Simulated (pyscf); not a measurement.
F–GeH₃ (SMILES [F][GeH3]) + NH₃ (SMILES N) -> H₂N–GeH₃ (SMILES [NH2][GeH3]) + HF (SMILES F) (four-centre exchange; singlet surface; F–Ge, H–N broken, Ge–N, F–H formed). Optimised with ωB97X-D3(BJ)/def2-SVP in PySCF. Correlated levels are frozen-core, on RHF or UHF. ΔMP2 is the change of the MP2 total energy from the triple- to the quadruple-zeta basis. Energies in kJ/mol from the separated reactants.

```csv
level,barrier,reaction energy
r²SCAN/def2-TZVP,67.4,+67.5
B3LYP-D3(BJ)/def2-TZVP,75.1,+66.7
PBE0-D3(BJ)/def2-TZVP,65.2,+59.2
M06-2X/def2-TZVP,[?],+66.5
MP2/def2-QZVPP,77.8,+51.7
CCSD/def2-TZVPP,90.6,+56.2
CCSD(T)/def2-TZVPP + ΔMP2(QZVPP),[?],[?]
```

Question: Fill in the missing entries.

Answer: 
- M06-2X/def2-TZVP, barrier: 78.6
- CCSD(T)/def2-TZVPP + ΔMP2(QZVPP), barrier: 82.7
- CCSD(T)/def2-TZVPP + ΔMP2(QZVPP), reaction energy: +54.3

On the reactant side the descent ends in a complex, 20.6 kJ/mol under the separated species and 94.0 kJ/mol under the saddle at ωB97X-D3(BJ)/def2-TZVP. On the product side the descent ends in a bound adduct, 53.5 kJ/mol under the separated species and 65.2 kJ/mol under the saddle at ωB97X-D3(BJ)/def2-TZVP. At ωB97X-D3(BJ)/def2-TZVP the barrier from the zero used here is 73.4 kJ/mol. This is the saddle that the search found; another between the same sides may lie lower. The CCSD(T) − MP2 part came from Ansatz, without density fitting, on the same reference. The frozen core leaves the outer d or s,p core shells of the metals and heavy elements correlated in the MP2 and CC values, and def2-TZVPP describes them poorly, which can shift differences by a few kcal/mol. Elements up to Kr have no core potential and no relativistic terms here.
